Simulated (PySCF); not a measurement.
## Bond length, frequency and bond energy of SiCl⁺ by level of theory

State: ¹Σ⁺ (singlet), closed shell. Set-up: basis Si def2-SVP, Cl def2-SVP; no relativity; PySCF 2.14. De refers to Si⁺ + Cl in their high-spin ground configurations, without counterpoise correction. A positive dipole points towards Cl; it is taken about the centre of mass and depends on that origin.

```csv
Level,Re (Å),ωe (cm⁻¹),De (eV),μ (D)
RHF,1.963,696,3.49,-4.02
RHF-MP2,1.965,696,4.84,n/a
RHF-SCS-MP2,1.966,693,4.69,n/a
RHF-CCSD,1.966,692,4.59,n/a
RHF-CCSD(T),1.972,680,4.74,n/a
PBE,1.994,639,5.37,-3.50
r²SCAN,1.981,658,5.20,-3.57
M06-L,1.981,664,5.29,-3.80
B3LYP,1.984,654,4.99,-3.65
PBE0,1.974,670,5.09,-3.65
M06-2X,1.969,681,5.12,-3.85
LC-ωPBE,1.954,705,4.85,-3.66
```

The bond length runs from 1.954 Å (LC-ωPBE) to 1.994 Å (PBE). De spans 3.49 eV (RHF, mean field) to 5.37 eV (PBE, GGA). Correlation at CCSD(T) changes the Hartree–Fock bond energy by +1.25 eV; the triples alone change it by +0.15 eV.

Correlated steps freeze 10 core orbitals. Correlated levels converge slowly with the basis: in double zeta they bind strong bonds too weakly, by up to about 1 eV, and carry superposition errors of some tenths. For an ion De counts to the pair picked by the measured ionisation energies or electron affinities, which need not be the lowest pair at this level. Where the molecule has an RHF reference, its open-shell atoms are computed with UHF.

The whole job (state search and all levels along the bond) took about 0.8 min on 1 thread of Arm Neoverse V2 (shared host), peak memory 0.42 GiB.
